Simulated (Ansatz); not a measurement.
Ansatz (a program for electronic structure) input (B3LYP/6-31G*):

Ansatz 0.2 input:
```yaml
crystal:
  periodic: [false, false, false]
  atoms:
    - {symbol: C, position_ang: [-0.00006527, 1.39141257, -0.00447394]}
    - {symbol: C, position_ang: [1.22077397, 0.76913671, -0.00304165]}
    - {symbol: C, position_ang: [1.20886106, -0.62966963, 0.00146165]}
    - {symbol: C, position_ang: [0.00006185, -1.31836914, 0.00423908]}
    - {symbol: C, position_ang: [-1.20880197, -0.62977943, 0.00258798]}
    - {symbol: C, position_ang: [-1.22084613, 0.76902582, -0.00190415]}
    - {symbol: H, position_ang: [2.15354861, 1.31848741, -0.00524246]}
    - {symbol: H, position_ang: [2.14579117, -1.17328202, 0.00277323]}
    - {symbol: H, position_ang: [0.00011262, -2.40056166, 0.00771875]}
    - {symbol: H, position_ang: [-2.14568108, -1.17347691, 0.00477252]}
    - {symbol: H, position_ang: [-2.15367231, 1.31829180, -0.00323583]}
basis:
  gaussian:
    orbitals: 6-31G*
hamiltonian:
  xc: {name: B3LYP}
magnetization: {spin_polarized: true, initial_magnetization: 1}
relax: {f_tol: 0.003, max_steps: 120}
```

Task: Predict the final energy.

Result: -231.56128 Eh.
